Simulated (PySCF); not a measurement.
**BH and its ions**

RHF-CCSD(T); B def2-TZVPPD, H def2-TZVPPD; no relativity (PySCF 2.14). Neutral (RHF): singlet (closed shell), Re = 1.234 Å, ωe = 2357 cm⁻¹, De = 3.62 eV.

BH⁺ (UHF): doublet (σ ↑), Re = 1.206 Å, ωe = 2520 cm⁻¹, De = 2.10 eV to B⁺ + H. The energies at the minima are -25.23093 hartree for BH and -24.87315 for BH⁺.

Question: Work out the adiabatic ionisation energy, without and with harmonic zero-point energies (1 hartree = 27.2114 eV, 1 eV = 8065.5 cm⁻¹), and the change of the bond length.

Answer: At CCSD(T): 0.35778 hartree = 9.736 eV between the minima; the zero-point term (2520.0 − 2357.0)/2 cm⁻¹ = +0.010 eV makes it 9.746 eV. Re changes by -2.8 pm against the neutral. The electron leaves a σ orbital, and the shorter bond of the ion fits an antibonding orbital, or a change in how ionic the bond is.

Correlated steps freeze 1 core orbital. For an ion De counts to the pair picked by the measured ionisation energies or electron affinities, which need not be the lowest pair at this level. Where the molecule has an RHF reference, its open-shell atoms are computed with UHF. States were picked by a PBE0 search and need not be the measured ground states.

Neutral and ion stand on different kinds of reference determinant, which adds to the error of the difference.
